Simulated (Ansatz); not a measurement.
# CH2B: the cost of one run

The runs use Ansatz 0.2.0, Gaussian basis; the settings change from run to run.

16 further runs of the same task are left out: 1 for a mislabelled method, 11 that didn't finish, 4 set aside as unsound or not needed.

## (1) The system

The geometry derives from a PBE0/def2-TZVP stationary point (not a proven minimum). One bond is set to the value named and the two fragments are kept rigid.

4 atoms, charge 0, spin multiplicity 4.

Atoms are counted from 1 here; the program's logs count them from 0.

Bond lengths: B1–C2 1.527 Å, C2–H4 1.092 Å. Angles: B1–C2–H4 134.8°.

## (2) BCCD(T)/cc-pVDZ

in.yaml

```yaml
crystal:
  periodic: [false, false, false]
  atoms:
    - {symbol: B, position_ang: [0.000000, -0.139435, 0.779235]}
    - {symbol: C, position_ang: [0.000000, -0.079177, -0.746415]}
    - {symbol: H, position_ang: [0.000000, 1.712968, 2.020808]}
    - {symbol: H, position_ang: [0.000000, 0.726073, -1.484409]}
basis:
  gaussian: {orbitals: cc-pVDZ}
magnetization: {spin_polarized: true, initial_magnetization: 3}
hamiltonian: {xc: {name: B3LYP}}
correlation: {method: bccd_t, electrons: outside_noble_gas}
accuracy: high
scf: {lower_state_search: off}
output: {forces: true}
```

Launch:

```
$ ansatz run in.yaml --threads 1 --pin off --events-out ev --progress --plain --max-ram 2393MiB
```

What time and memory should one allow on 1 thread of Arm Neoverse V2, shared host?

About 11 s, with a peak of 0.26 GiB.
